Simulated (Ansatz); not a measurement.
Correlation energies of `OCF` by basis set

```tsv
atom	x (Å)	y (Å)	z (Å)
O1	-0.823	-0.115	-0.693
C2	0.327	0.111	0.016
F3	0.738	-1.032	0.674
H4	-1.556	-0.227	-0.081
H5	0.210	0.883	0.785
H6	1.104	0.379	-0.701
```

The species carries charge 0 and has multiplicity 1. The geometry is a stationary point of PBE0-D4/def2-TZVP. It is one conformer, not always the lowest. Frozen core, restricted reference, Ansatz. CBS rows extrapolate triple and quadruple zeta; past MP2 they add the triple-zeta difference.

```tsv
basis	HF (Eh)	MP2 corr.	CCSD corr.	(T)	CCSD(T) total
def2-SVP	-213.73863	-0.51074	-0.53250	-0.01049	-214.28162
def2-TZVPP	-214.00474	?	?	-0.02192	?
def2-QZVPP	?	-0.71937	–	–	–
CBS(def2)	-214.01602	?	-0.77460	as TZ	?
```

Q: Fill in the withheld values. (Best estimate.)

A: Computed: def2-TZVPP MP2 corr.: -0.66377; def2-TZVPP CCSD corr.: -0.67781; def2-TZVPP CCSD(T) total: -214.70447; def2-QZVPP HF (Eh): -214.01466; CBS(def2) MP2 corr.: -0.76056; CBS(def2) CCSD(T) total: -214.81254.
